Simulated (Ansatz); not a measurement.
# MgHF (singlet): the correlation ladder at scale of all distances = 1.119, 6-31G

Aim: climb from Hartree-Fock through coupled cluster and multireference methods for MgHF (singlet) at one geometry and basis, and see what each rung misses.

Program: Ansatz 0.2.0, Gaussian basis. Level of theory: 6-31G, core rule «outside noble gas», up to 6 orbitals frozen. These are calculated values, not measurements.

To be run: UHF; CCSD(T) on RHF; BCCD(T) on RHF; CISD; CCSDT(Q) on RHF; CISDTQ; CCSDTQ on RHF; CASSCF and MRCISD+Q, 2 electrons in 2 orbitals; CASSCF and NEVPT2, 2 electrons in 2 orbitals; Full CI.

31 further runs of the same task are left out: 13 for a known fault of the program, 13 that didn't finish, 5 set aside as unsound or not needed.

### 1 What is computed

The geometry derives from a PBE0/def2-TZVP stationary point (not a proven minimum). All distances are scaled together.

3 atoms, charge 0, spin multiplicity 1.

Atoms are counted from 1 here; the program's logs count them from 0.

Bond lengths: F1–Mg2 1.965 Å, Mg2–H3 1.889 Å. Angles: F1–Mg2–H3 180.0°.

### 2 UHF

in.yaml

```yaml
crystal:
  periodic: [false, false, false]
  atoms:
    - {symbol: F, position_ang: [0.000000, 0.000000, 1.939339]}
    - {symbol: Mg, position_ang: [0.000000, 0.000000, -0.025401]}
    - {symbol: H, position_ang: [0.000000, 0.000000, -1.913938]}
basis:
  gaussian: {orbitals: 6-31G}
magnetization: {spin_polarized: true, initial_magnetization: 0}
hamiltonian: {xc: hf}
output: {orbitals: {seedname: orbitals}}
```

On the command line:

```bash
$ ansatz run in.yaml --threads 1 --pin off --events-out ev --progress --plain --max-ram 2393MiB
```

After this run come: CCSD(T) on RHF; BCCD(T) on RHF; CISD; CCSDT(Q) on RHF; CISDTQ; CCSDTQ on RHF; CASSCF and MRCISD+Q, 2 electrons in 2 orbitals; CASSCF and NEVPT2, 2 electrons in 2 orbitals; Full CI.

**Question.** What will the summary of the whole plan be? Wanted: FCI below the RHF energy; RMP2 from FCI; RCCSD from FCI; RCCSD(T) from FCI; RCCSDT(Q) from FCI; NEVPT2 pair from FCI; MRCISD+Q pair from FCI; T1 diagnostic; effectively unpaired electrons.

The runs gave:

```
                         quantity                                                  value
         FCI below the RHF energy                                             -4.3753 eV
                    RMP2 from FCI                                           +24.6 kJ/mol
                   RCCSD from FCI                                            +6.5 kJ/mol
                RCCSD(T) from FCI                                            +1.7 kJ/mol
               RCCSDT(Q) from FCI                                            -0.3 kJ/mol
             NEVPT2 pair from FCI                                            +9.1 kJ/mol
           MRCISD+Q pair from FCI                                            +5.6 kJ/mol
levels within 1 kcal/mol (43 meV)  RCCSD(T), BCCD(T), RCCSDT, CISDTQ, RCCSDT(Q), RCCSDTQ
                    T1 diagnostic                                                  0.022
   effectively unpaired electrons                                                   0.04
```

What this shows: RCCSD(T) lands +1.7 kJ/mol from the yardstick (0.4 % of the correlation energy). RCCSDT(Q) falls below full CI, which methods that aren't variational can do. One determinant dominates. Of the multireference levels listed MRCISD+Q pair comes nearest in total energy (+5.6 kJ/mol), which doesn't show that its space is the better one. These misses are within one basis, not against nature.
